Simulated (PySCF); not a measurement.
# Assignment exercise: C5H10

Structure with atom numbers: `[CH3:1][CH:2]=[C:3]([CH3:4])[CH3:5]`. Each H is labelled by its parent atom.

Computational details: GFN2-xTB geometry, NMR shieldings at PBE0/pcSseg-1/GIAO, couplings computed with B3LYP/pcJ-1 (without the spin–dipole term), in PySCF 2.14 (relativity neglected, no solvent model, one computed conformer, fast rotation and ring inversion assumed for equivalent nuclei).

Referencing at the same level of theory: TMS for 13C, 1H.

Question: Assign these signals to the numbered atoms. 13C{1H} NMR (computed): δ 138.1, 126.9, 29.3, 18.9, 17.0.

Answer: 
```tsv
δ (ppm)	atoms	environment	reason
138.1	C3	fully substituted alkene carbon	the olefinic region
126.9	C2	alkene CH	as expected for a trigonal carbon in a double bond
29.3	C5	allylic methyl carbon	a saturated carbon with 1 carbon neighbour and no heteroatom attached
18.9	C4	allylic methyl carbon	–
17.0	C1	allylic methyl carbon	–
```

C4 and C1 lie closer than the usual error of such a calculation, so a measured spectrum could show them in the other order.

Question: Assign these signals to the numbered atoms. 1H NMR (400 MHz, computed): δ 5.53 (q of sept, J = 7.6, 1.9 Hz, 1H), 1.78 (d of sept, J = 7.6, 1.5 Hz, 3H), 1.75 (quint, J = 1.8 Hz, 3H), 1.72 (quint, J = 1.5 Hz, 3H).

Answer: 
| δ (ppm) | atoms | environment | reason |
| --- | --- | --- | --- |
| 5.53 | H(C2) | hydrogen on an alkene CH | attached to an sp2 carbon and in the plane of the double bond |
| 1.78 | H(C1) | hydrogen on an allylic methyl carbon | allylic position |
| 1.75 | H(C5) | hydrogen on an allylic methyl carbon | – |
| 1.72 | H(C4) | hydrogen on an allylic methyl carbon | – |

H(C1) and H(C5); H(C5) and H(C4) lie closer than the usual error of such a calculation, so a measured spectrum could show them in the other order.

Multiplet labels drop couplings under 1 Hz and merge nearly equal ones. Unscaled 3J(H,H) at this level run about 10 % above measured values. Shifts are as computed. Against solution values, carbons near 30 ppm lie about +3 ppm off and those near 130 ppm about +5 ppm. Of 1211 compounds with measured shifts, 218 miss one by over three times the rms of a fit or turn the order of signals round; such compounds aren't used in these exercises.
